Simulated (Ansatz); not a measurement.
# B3LYP/STO-3G run of BF (SMILES [B]F)

Aim: the energy change on altering one bond length of BF at B3LYP/STO-3G, from 2 runs. 

Program for the calculation: Ansatz 0.2.0.

35 further runs of the same task are left out: 1 that didn't finish, 34 set aside as unsound or not needed.

## 1. The structure to begin with

The species is BF (2 atoms), meant as a singlet with charge 0. SMILES: `[B]F`. The coordinates come from a PBE0-D4/def2-TZVP relaxation.

Bond lengths: B1–F2 1.263 Å.

## 2. The energy at B3LYP/STO-3G

in.yaml reads:

```yaml
crystal:
  periodic: [false, false, false]
  atoms:
    - {symbol: B, position_ang: [0.000000, -0.000000, -0.009350]}
    - {symbol: F, position_ang: [-0.000000, 0.000000, 1.253740]}
basis:
  gaussian:
    orbitals: STO-3G
hamiltonian:
  xc: {name: B3LYP}
accuracy: high
```

Run with:

```bash
$ ansatz run in.yaml --threads 1 --pin off --max-ram 3480MiB --events-out events.jsonl --progress --plain --runs-dir runs
```

Output:

```text
Warning: RAYON_NUM_THREADS=1 ignored (pool sized by the plan → 1); use --threads N
Functional definition: B3LYP
  name "B3LYP"
  parameter a0 = 0.2
  parameter ax = 0.72
  parameter ac = 0.81
  exchange = (1 - a0 - ax)*slater_x + ax*b88_x + a0*exact_x
  correlation = (1 - ac)*vwn_rpa_c + ac*lyp_c
149 factors; integrals over basis functions are off by at most 3.9e-8 eV
mean field evaluation 1: about -3343.1854 eV, gradient 8.3e0 eV
mean field evaluation 2: about -3343.1160 eV, gradient 9.2e0 eV
mean field evaluation 4: about -3343.3772 eV, gradient 8.8e-2 eV
mean field evaluation 8: about -3343.3679 eV, gradient 1.9e-4 eV
mean field evaluation 16: about -3343.3679 eV, gradient 1.0e-8 eV
mean field -3343.36790559 eV, -122.8665043141 hartree, gradient 1.0e-8 eV, S^2 0.000000; 0 other end points of the search recorded, 0 dependent functions left out
reference -3343.36792370 eV, -122.8665049799 hartree; 7, 7 occupied and 3, 3 virtual orbitals, 149 factors
Total energy: -3343.36792370 eV, -122.8665049799 hartree
```

It took 0.28 s on 1 thread of Intel Xeon 6975P-C (Granite Rapids), shared host.

## 3. The distorted shape at the same level

run.yaml reads:

```yaml
crystal:
  periodic: [false, false, false]
  atoms:
    - symbol: B
      position_ang: [0.000000, -0.000000, -0.325160]
    - symbol: F
      position_ang: [-0.000000, 0.000000, 1.253740]
basis:
  gaussian: {orbitals: STO-3G}
total_charge: 0
hamiltonian: {xc: {name: B3LYP}}
accuracy: high
```

Run with:

```bash
$ ansatz run run.yaml --threads 1 --pin off --max-ram 3480MiB --events-out events.jsonl --progress --plain --runs-dir runs
```

Output:

```text
Warning: RAYON_NUM_THREADS=1 ignored (pool sized by the plan → 1); use --threads N
Functional definition: B3LYP
  name "B3LYP"
  parameter a0 = 0.2
  parameter ax = 0.72
  parameter ac = 0.81
  exchange = (1 - a0 - ax)*slater_x + ax*b88_x + a0*exact_x
  correlation = (1 - ac)*vwn_rpa_c + ac*lyp_c
149 factors; integrals over basis functions are off by at most 3.7e-8 eV
mean field evaluation 1: about -3341.2789 eV, gradient 1.1e1 eV
mean field evaluation 2: about -3336.3652 eV, gradient 4.8e1 eV
mean field evaluation 4: about -3341.7907 eV, gradient 3.6e-1 eV
mean field evaluation 8: about -3341.7669 eV, gradient 1.5e-3 eV
mean field evaluation 16: about -3341.7669 eV, gradient 7.2e-8 eV
mean field -3341.76687883 eV, -122.8076676662 hartree, gradient 7.2e-8 eV, S^2 0.000000; 0 other end points of the search recorded, 0 dependent functions left out
reference -3341.76689740 eV, -122.8076683486 hartree; 7, 7 occupied and 3, 3 virtual orbitals, 149 factors
Total energy: -3341.76689740 eV, -122.8076683486 hartree
```

Run time: 0.22 s. Hardware: 1 thread of Intel Xeon 6975P-C (Granite Rapids), shared host.

## 4. Summary of results

At B3LYP/STO-3G:

| quantity | value |
| --- | --- |
| first shape: total energy | -122.86650 Eh |
| distorted shape: total energy | -122.80767 Eh |
| energy change with the B1–F2 bond stretched from 1.263 to 1.579 Å | 1.601 eV |

In words: With the B1–F2 bond stretched from 1.263 to 1.579 Å the energy rises by 1.60 eV (37 kcal/mol). The first shape isn't relaxed at this level, so the change isn't measured from a minimum. The minimal basis adds a large error of its own.
